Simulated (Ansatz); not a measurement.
# SiH2O (triplet): wave-function methods side by side, cc-pVDZ

The task here is to estimate one member of a computed series from the others.

Method: cc-pVDZ, core rule «outside noble gas», up to 6 orbitals frozen; program: Ansatz 0.2.0, Gaussian basis.

Plan: UHF; CCSD(T) on ROHF; CCSD(T) on UHF; BCCD(T) on ROHF; CISD; CCSDT(Q) on ROHF; CCSDT(Q) on UHF; CASSCF and MRCISD+Q, 12 electrons in 10 orbitals; CASSCF and NEVPT2, 12 electrons in 10 orbitals.

26 further runs of the same task are left out: 10 for a known fault of the program, 9 that didn't finish, 7 set aside as unsound or not needed.

## What is computed

The geometry is a PBE0/def2-TZVP stationary point (not a proven minimum) of the parent state, kept for this charge and spin.

4 atoms, charge 0, spin multiplicity 3.

Atoms are counted from 1 here; the program's logs count them from 0.

Bond lengths: Si1–O2 1.657 Å, Si1–H3 1.532 Å, O2–H4 0.961 Å. Angles: O2–Si1–H3 94.4°, Si1–O2–H4 114.2°.

The first run:

Input file in.yaml:

```yaml
crystal:
  periodic: [false, false, false]
  atoms:
    - {symbol: Si, position_ang: [0.000000, -0.118572, 0.606157]}
    - {symbol: O, position_ang: [0.000000, 0.162082, -1.027349]}
    - {symbol: H, position_ang: [0.000000, 1.366569, 0.980666]}
    - {symbol: H, position_ang: [0.000000, -0.635437, -1.563283]}
basis:
  gaussian: {orbitals: cc-pVDZ}
magnetization: {spin_polarized: true, initial_magnetization: 2}
hamiltonian: {xc: hf}
output: {orbitals: {seedname: orbitals}}
```

On the command line:

```bash
$ ansatz run in.yaml --threads 1 --pin off --events-out ev --progress --plain --max-ram 2393MiB
```

Steps of the session up to this table: UHF; CCSD(T) on ROHF; CCSD(T) on UHF; BCCD(T) on ROHF; CISD; CCSDT(Q) on ROHF; CCSDT(Q) on UHF; CASSCF and MRCISD+Q, 12 electrons in 10 orbitals; CASSCF and NEVPT2, 12 electrons in 10 orbitals.

One table of the session follows, with a row left open; its other results are not shown here.

```
          method  from UCCSDT(Q) (kJ/mol)
            ROHF                   +749.2
             UHF                   +743.6
            RMP2                    +73.2
            UMP2                    +72.3
            CISD                    +71.7
           RCCSD                    +20.9
           UCCSD                    +20.7
        RCCSD(T)                     +3.9
        UCCSD(T)                     +3.8
         BCCD(T)                        ?
          RCCSDT                     +1.9
          UCCSDT                     +1.9
       RCCSDT(Q)                     +0.2
       UCCSDT(Q)                        0
  CASSCF valence                   +551.7
  NEVPT2 valence                   +105.8
  MRCISD valence                    +38.8
MRCISD+Q valence                     +5.5
```

Q: Estimate the row for BCCD(T) from the others.

**Answer.** from UCCSDT(Q) (kJ/mol): +3.7. In the column «from UCCSDT(Q) (kJ/mol)» it lies between UCCSDT (+1.9) and UCCSD(T) (+3.8).

Among the levels timed on like hardware and quicker than the yardstick, those that no quicker one beats, quickest first: RCCSD(T) (1.5 s, +3.9 kJ/mol); UCCSD(T) (1.7 s, +3.8 kJ/mol); BCCD(T) (1.9 s, +3.7 kJ/mol).

Caveats from the session: Of the multireference levels listed MRCISD+Q valence comes nearest in total energy (+5.5 kJ/mol), which doesn't show that its space is the better one. Restricted and unrestricted rows rest on different reference determinants; where their highest levels disagree by more than a few hundredths of an eV, they describe different states and don't form one ladder.
